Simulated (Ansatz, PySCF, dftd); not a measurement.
System: CHN, charge 0, singlet. CHN (formonitrile, SMILES C#N).
B3LYP-D3(BJ)/def2-TZVP minimum from Ansatz (an electronic-structure program):
```xyz
3

C      0.0000     0.0000    -0.4969
N      0.0000     0.0000     0.6493
H      0.0000     0.0000    -1.5636
```

Property: enthalpy of formation at 298 K (by atomisation, with ideal-gas terms from PySCF's Hessian at B3LYP-D3(BJ)/def2-TZVP and the atoms' measured values of the G2/97 table; no spin-orbit terms), in kcal/mol. UHF or UKS for unpaired electrons; spin-orbit terms are left out. Cores are frozen in correlated methods. Rows without X2C or -DK are non-relativistic. CBS(X,Y): correlation extrapolated as X^-3, Hartree-Fock from the larger set (Q,5: extrapolated as (X+1)exp(-9√X)). A bracket is a step between two methods taken in the basis named. Functionals run without relativity, which enters their misses. 'core' is core correlation in cc-pwCVTZ, 'X2C' scalar relativity in cc-pVTZ-DK, both at CCSD(T). For partners of very few electrons the exact lower level stands in for a higher one.

Compared with CCSD(T)/CBS(cc-pVQZ,cc-pV5Z) + [CCSDT(Q) - CCSD(T)]/cc-pVQZ + [CCSDTQ - CCSDT(Q)]/cc-pVDZ + core + X2C (Ansatz): 31.3 kcal/mol.

Costs are rough ratios of core time, to one figure, on one kind of shared machine, summed over the single points of the molecules; atoms, geometries and frequencies are left out. The first row took roughly 1 core seconds; short runs hold start-up time.

| level | program | cost relative to the first row | difference (kcal/mol) |
|---|---|---|---|
| PBE-D3(BJ)/def2-TZVPD | Ansatz + dftd3 | 1 | -13.4 |
| PBE0-D3(BJ)/def2-TZVPD | Ansatz + dftd3 | 1 | 1.7 |
| PBE0-D4/def2-TZVPD | Ansatz + dftd4 | 1 | 1.8 |
| r2SCAN/def2-TZVPD | Ansatz | 1 | 5.2 |
| CCSD(T)/CBS(cc-pVTZ,cc-pVQZ) + core + X2C | Ansatz | 40 | 0.2 |
| CCSDT(Q)/cc-pVTZ | Ansatz | 70 | 11.8 |
| CCSDTQ/cc-pVDZ | Ansatz | 200 | 30.5 |

The dearest row costs roughly 200 times the first. Costs within a factor of two don't rank. The table holds for this case alone.
